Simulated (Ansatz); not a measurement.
**Basis-set limit of H3O, doublet**

```xyz
4

H    -2.0606    0.0498    0.0000
H    -1.0336    0.0498    0.0000
O     0.1684    0.0498    0.0000
H     0.4203   -0.8901    0.0000
```

Ansatz 0.2.0, UHF determinant, valence electrons correlated. Energies in eV.

```tsv
set	X	functions	Hartree–Fock	MP2 correlation	CCSD(T) correlation	time
def2-TZVPP	3	73	-2082.0913	-7.2234	-7.8903	8.5 s on 1 × NVIDIA H100 80GB HBM3 with 1 thread of AMD EPYC 7R13 Processor (Zen 3) (shared host)
def2-QZVPP	4	147	-2082.2078	-7.8080	-8.4414	10 s on 1 × NVIDIA H100 80GB HBM3 with 1 thread of AMD EPYC 7R13 Processor (Zen 3) (shared host)
```

Hartree–Fock is taken to follow E(X) = E∞ + A·exp(−7.88·√X), correlation E(X) = E∞ + B·X^−2.97.

Problem. Work out the CCSD(T) energy at the limit, and how far the shortcut misses it that extrapolates MP2 and adds CCSD(T) minus MP2 from the smaller set.

Solution. Hartree–Fock: E∞ = E4 + 0.1377·(E4 − E3) = -2082.2239. Correlation: E∞ = E4 + 0.7407·(E4 − E3) = -8.8496 for CCSD(T) and -8.2411 for MP2. The limit is -2091.0734 eV, 0.424 eV below def2-QZVPP. The shortcut gives a correlation energy of -8.2411 + (-0.6670) = -8.9080, 58 meV lower than the direct value.
